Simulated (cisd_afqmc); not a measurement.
Input (AFQMC/CISD/aug-cc-pV(T+d)Z; cisd_afqmc is a phaseless AFQMC code with CISD trial states that reads the integrals written by Ansatz): A basis named .json is the Basis Set Exchange file of that set.

Ansatz 0.2 input:
```python
import cisd_afqmc

open("ham.yaml", "w").write("""\
crystal:
  periodic: [false, false, false]
  atoms:
    - {symbol: C, position_ang: [0.24407126, 0.59991502, 1.70242955]}
    - {symbol: H, position_ang: [-0.67558731, 0.27853825, 2.17309507]}
    - {symbol: H, position_ang: [0.35189486, 1.66377684, 1.53764774]}
    - {symbol: H, position_ang: [1.14065692, 0.06574289, 1.98769304]}
    - {symbol: H, position_ang: [0.05693820, 0.13995127, 0.39715154]}
    - {symbol: Cl, position_ang: [-0.13754884, -0.33808820, -0.95942145]}
basis:
  gaussian:
    orbitals: aug-cc-pV_T+d_Z.json
magnetization: {spin_polarized: true, initial_magnetization: 1}
correlation: {method: ccsd, electrons: outside_noble_gas, hamiltonian_folder: ham}
""")
rep = cisd_afqmc.ansatz("ham.yaml")
e_ccsd = rep["correlation"]["coupled_cluster"]["energy"]["hartree"]
out = cisd_afqmc.run("ham", e_ccsd, trial="CISD", walkers=1000, populations=1, threads=12, dt=0.005, steps=40, early=24, settle=10, least=100,
    cut=5e-5, rank_cut=2e-4, target=0.0004, seconds=1000, seed=4, memory=62639, gpu=True)
```

Output:

```
orbitals 187, occupied [8, 7], factors 959 of 1087, rank of the doubles 673 of 2692
E(HF) = -499.666476
E(CCSD) on the cut factors = -500.090099, shift to the whole factors -0.000009
Energy of the trial state on the determinant = -500.090063
  tau behind 7.2 of longer steps, mean of the populations' last blocks
   2.0  -500.10835
   4.0  -500.10735
   6.0  -500.10822
   8.0  -500.10858
  10.0  -500.10972
  12.0  -500.10779
  14.0  -500.10980
  16.0  -500.10793
  18.0  -500.10809
  20.0  -500.10798
  22.0  -500.10917
blocks 100 (0 outliers left out), error by blocks joined: 1: 0.00015, 2: 0.00017, 4: 0.00020, 8: 0.00018
E(AFQMC/CISD) = -500.10846 +/- 0.00020
```

The determinant is spin-contaminated: <S^2> is 0.79, 0.04 over the pure value.
